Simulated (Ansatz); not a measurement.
Ideal-gas functions of `OC=C(F)F` at 298.15 K and 1 bar, from an Ansatz frequency run at PBE0-D4/def2-TZVP.

Molar mass 80.03 g/mol, point group C1 (symmetry number 1), electronic degeneracy 1, moments of inertia 47.556, 128.649, 175.593 u Å². Harmonic wavenumbers (cm⁻¹, unscaled): 189, 243, 313, 499, 584, 635, 810, 938, 1196, 1227, 1332, 1399, 1861, 3209, 3868.

Use S(trans) = R[1.5 ln M + 2.5 ln T − 1.1517]; rotational temperatures θ = 24.2544 K / I; S(rot) = R[ln(√π/σ · √(T³/θAθBθC)) + 1.5]; for each mode x = 1.438777 ν̃/T, S = R[x/(eˣ − 1) − ln(1 − e⁻ˣ)] and H = RT x/(eˣ − 1); 1 cm⁻¹ = 0.0119627 kJ/mol; R = 8.31446 J/(mol·K).

Q: By hand: the entropy, in J/(mol·K).

A: Translation 163.5. Rotation: θ = 0.51, 0.1885, 0.1381 K, giving 106.3. Vibration, mode by mode: 9.36, 7.45, 5.63, 2.76, 2.00, 1.65, 0.83, 0.50, 0.18, 0.15, 0.10, 0.08, 0.01, 0.00, 0.00, in all 30.7. Electronic 0.0. Sum 300.5 J/(mol·K).

Q: By hand: H − E and G − E in kJ/mol, counted from the electronic energy.

A: Zero-point energy ½ × 18303 × 0.0119627 = 109.5; thermal vibration 5.7; translation, rotation and pV give 4 RT = 9.9. H − E = 125.1 kJ/mol, and G − E = 125.1 − 298.15 × 300.5/1000 = 35.5 kJ/mol.

Vibration gives 10 % of the entropy. The sum counts one conformer and one mirror image; others add a mixing term.
